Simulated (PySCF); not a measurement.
# Basis-set dependence of excited states

Compound: C2H2Cl4.
InChI=1S/C2H2Cl4/c3-1(4)2(5)6/h1-2H

TDDFT with PBE0 (PySCF), vertical singlets, core orbitals frozen in the response, spherical d and f functions. One conformer (not necessarily the lowest) at the PBE0-D3(BJ)/def2-SVP geometry, without solvent, vibrations or thermal averaging.

How do the low singlets change with the basis? Take 6-31G*, def2-SVP, 6-31+G*, def2-SVPD, aug-cc-pVDZ, def2-TZVP and def2-TZVPD.

```csv
basis,functions,diffuse,S1 (eV),S2 (eV),S3 (eV),S4 (eV),S5 (eV),LUMO (eV),α (au)
6-31G*,104,no,6.93,6.93,7.03,7.06,7.09,-0.54,58.9
def2-SVP,110,no,7.22,7.23,7.33,7.39,7.40,-0.03,56.2
6-31+G*,128,yes,6.81,6.82,6.92,6.94,6.98,-0.81,69.5
def2-SVPD,164,yes,6.85,6.86,6.96,6.99,7.01,-0.78,80.0
aug-cc-pVDZ,172,yes,6.81,6.84,6.94,6.96,7.00,-0.74,79.6
def2-TZVP,222,no,6.88,6.89,7.00,7.03,7.07,-0.54,70.9
def2-TZVPD,276,yes,6.71,6.74,6.83,6.85,6.91,-0.82,81.5
```

States are compared by their number. Against the largest diffuse basis here (def2-TZVPD, itself not a converged limit), sets without diffuse functions differ by up to 0.52 eV in S1 and 0.49 eV in S5; the smaller diffuse sets differ by up to 0.14 and 0.10 eV. State by state, the largest deviation of a set without diffuse functions is S1 0.52, S2 0.50, S3 0.50, S4 0.54, S5 0.49 eV. The same number needn't mean the same state in each row. Against def2-TZVPD the polarisability deviates by -28% in 6-31G*, -31% in def2-SVP, -15% in 6-31+G*, -2% in def2-SVPD, -2% in aug-cc-pVDZ, -13% in def2-TZVP. A single + in a Pople set puts diffuse functions on heavy atoms only.
